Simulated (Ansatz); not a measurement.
# SiHCl (SMILES [SiH]Cl): the energy, rung by rung

SiHCl has 3 atoms, charge 0, and is taken as a singlet. As SMILES, `[SiH]Cl`. The shape was relaxed beforehand at r2SCAN/def2-SVP.

```xyz
3

Si   -0.5521    0.5718   -0.2359
Cl    1.2896    0.3590    0.7447
H    -0.7375   -0.9307   -0.5088
```

Quantity: the dissociation energy of the H3–Si1 bond into doublet H and doublet SiCl (shapes relaxed at r2SCAN/def2-SVP, no zero-point term), in eV. The values are calculated.

```json
{"level": "HF/def2-TZVPP", "kind": "Hartree–Fock", "program": "Ansatz", "value (eV)": "2.41"}
{"level": "SVWN5/def2-TZVPP", "kind": "LDA", "program": "Ansatz", "value (eV)": "3.53"}
{"level": "BLYP/def2-TZVPP", "kind": "GGA", "program": "Ansatz", "value (eV)": "3.20"}
{"level": "r2SCAN/def2-TZVPP", "kind": "meta-GGA", "program": "Ansatz", "value (eV)": "3.17"}
{"level": "B3LYP/def2-TZVPP", "kind": "global hybrid", "program": "Ansatz", "value (eV)": "3.26"}
{"level": "PBE0-D4/def2-TZVPP", "kind": "global hybrid", "program": "Ansatz", "value (eV)": "3.15"}
{"level": "CAM-B3LYP/def2-TZVPP", "kind": "range-separated hybrid", "program": "Ansatz", "value (eV)": "3.26"}
{"level": "B2PLYP/def2-TZVPP", "kind": "double hybrid", "program": "Ansatz", "value (eV)": "3.24"}
{"level": "RPA@PBE/def2-TZVPP", "kind": "RPA", "program": "Ansatz", "value (eV)": "3.20"}
```

The values span 2.41 to 3.53 eV. Hartree–Fock misses the correlation of the electron pair that is broken and comes out low. Measured bond enthalpies also hold zero-point and thermal terms, a few tenths of an eV less.
